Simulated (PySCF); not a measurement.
# A diatomic session: NaP−

An exercise on one series of results from a longer session: the logs are not shown, and one member is left open.

Program: PySCF 2.14.0. Level of theory: Na aug-cc-pVDZ-DK, P aug-cc-pVDZ-DK, spin-free X2C with a Gaussian nucleus. These are calculated values, not measurements.

3 further runs of the same task are left out: 3 set aside as unsound or not needed.

Set-up of the first run:

A driver script around PySCF takes these settings:

```json
{
 "atoms": "Na, P",
 "charge": "-1",
 "basis": "Na aug-cc-pVDZ-DK, P aug-cc-pVDZ-DK",
 "Hamiltonian": "spin-free X2C with a Gaussian nucleus",
 "basis functions": "54",
 "electrons treated": "27",
 "masses in u": "22.9898, 30.9738",
 "levels": "PBE0, PBE, r²SCAN, BP86, TPSS, LDA, HSE06, MP2, SCS-MP2, CCSD, CCSD(T)",
 "grid": "80 radial by 434 angular points",
 "occupations": "held fixed by the projection of orbital angular momentum",
 "dissociation limit": "Na + P−, each in its ground configuration",
 "starting distance in angstrom": "2.740",
 "values of 2S to try": "1, 3"
}
```

Run with:

```sh
$ OMP_NUM_THREADS=1 python dia.py task.json out
```

Steps of the session up to this table: The job; First curve: PBE0; Excited determinants; PBE (GGA); r²SCAN (meta-GGA); BP86; TPSS; LDA (local density); HSE06 (range-separated hybrid); Adding correlation.

One of the session's tables, all rows but one given; the rest of the session is left out.

It belongs to the step «Constants by level of theory». Differences from CCSD(T) in the same basis:

| level | Re (mÅ) | ωe (%) |
| --- | --- | --- |
| UHF-MP2 | -11 | +2.0 |
| UHF-SCS-MP2 | -5 | +1.1 |
| UHF-CCSD | -6 | +1.1 |
| LDA | -103 | +7.1 |
| PBE | -42 | +2.3 |
| BP86 | -28 | +0.2 |
| TPSS | -27 | +2.3 |
| r²SCAN | ? | ? |
| PBE0 | -61 | +7.6 |
| HSE06 | -58 | +6.8 |

Q: Estimate the row for r²SCAN from the others.

The run gave: Re (mÅ): -39; ωe (%): +4.0. In the column «Re (mÅ)» it lies between PBE (-42) and BP86 (-28).

Caveats from the session: At some levels the lowest empty orbital lies below the highest filled one (the two can be of opposite spin).
